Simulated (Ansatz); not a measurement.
FeP (Pnma)

Method: DFT r2SCAN, scalar-relativistic, plane waves, PAW in Ansatz.

Settings: cutoff 500 eV, Γ-centred mesh 8×12×6 on the computed 8-atom cell, Gaussian smearing of 0.10 eV; collinear spin from starting moments 0.6 0.6 0.6 0.6 0 0 0 0 μB.

The structure is relaxed at this level of theory with its symmetry kept. Whether it is the stable form of this composition wasn't checked.

It takes space group Pnma (No. 62, orthorhombic). Conventional cell: a = 5.125 Å, b = 3.048 Å, c = 5.705 Å, α = 90.00°, β = 90.00°, γ = 90.00°. Around Fe (site symmetry m) lie 6 P at 2.20 to 2.33 Å. Around P (site symmetry m) lie 6 Fe at 2.20 to 2.33 Å.

```
Volume per atom                                                   : 11.14 Å³
Formation energy from the elements' standard states (uncorrected) : -0.413 eV/atom
Generalised Kohn–Sham band gap                                    : none (metal)
Density of states at the Fermi level                              : 2.09 states/eV per cell
Löwdin character within 0.5 eV of the Fermi level                 : Fe 3d 83 %, P 3p 12 %
Bader charges (e)                                                 : Fe (4 in the cell) 0.38, P (4 in the cell) -0.38
Total moment                                                      : 1.98 μB per cell
Site moments (μB; atoms counted from 1 over the whole cell)       : Fe (atom 1) 0.54, Fe (atom 2) 0.54, Fe (atom 3) 0.54, Fe (atom 4) 0.54
```

The state reached may not be the lowest one. The run saw a state lower than the one given here. Only parallel moments were tried here.

Only this magnetic start was tried.

Cost: 1 run of about 6.6 core-minutes, on Oxide Virtual Turin-like Processor (Zen 5) (shared hosts).